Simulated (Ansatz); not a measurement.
in.yaml

```yaml
crystal:
  periodic: [false, false, false]
  atoms:
    - {symbol: N, position_ang: [0.000000, 0.000000, 0.132240]}
    - {symbol: C, position_ang: [0.000000, 0.000000, -2.640304]}
    - {symbol: H, position_ang: [0.000000, 0.000000, 2.508065]}
basis:
  gaussian: {orbitals: 6-31G}
magnetization: {spin_polarized: false}
correlation: {method: ccsdt_q, electrons: outside_noble_gas}
```

```sh
$ ansatz run in.yaml --threads 1 --pin off --events-out ev --progress --plain --max-ram 2393MiB
```

Log:

```
443 factors; integrals over basis functions are off by at most 4.8e-8 eV
mean field evaluation 1: about -2476.3432 eV, gradient 7.2e1 eV
mean field evaluation 2: about -2476.3428 eV, gradient 7.2e1 eV
mean field evaluation 4: about -2453.7810 eV, gradient 9.5e1 eV
mean field evaluation 8: about -2503.1102 eV, gradient 3.7e0 eV
mean field evaluation 16: about -2503.1495 eV, gradient 3.8e-3 eV
mean field evaluation 32: about -2509.1683 eV, gradient 1.0e-1 eV
mean field evaluation 64: about -2503.1495 eV, gradient 1.7e-5 eV
mean field evaluation 96: about -2509.1663 eV, gradient 1.0e0 eV
mean field evaluation 128: about -2509.0583 eV, gradient 5.0e-2 eV
mean field evaluation 160: about -2509.1685 eV, gradient 6.1e-2 eV
...
cycle 290  -7.35361527 eV  change   -1.7e-5 eV  update   3.3e-3
cycle 291  -7.34931486 eV  change    4.3e-3 eV  update   3.3e-3
cycle 292  -7.34889348 eV  change    4.2e-4 eV  update   3.1e-3
cycle 293  -7.35103826 eV  change   -2.1e-3 eV  update   3.2e-3
cycle 294  -7.35120082 eV  change   -1.6e-4 eV  update   3.3e-3
cycle 295  -7.35155674 eV  change   -3.6e-4 eV  update   3.3e-3
cycle 296  -7.35616830 eV  change   -4.6e-3 eV  update   3.4e-3
cycle 297  -7.35621397 eV  change   -4.6e-5 eV  update   3.3e-3
cycle 298  -7.35478775 eV  change    1.4e-3 eV  update   3.3e-3
cycle 299  -7.35662388 eV  change   -1.8e-3 eV  update   3.2e-3
Error: not converged in 300 cycles: update norm 9.609e-4, energy change 4.605e-4 eV, smallest ratio of the change in the update to the step in singles and doubles: 3.3e-3
```

The run gave no result to rely on (not converged).

Ran on 1 thread of Arm Neoverse V1, shared host: 13 s wall, 0.16 GiB peak host memory.
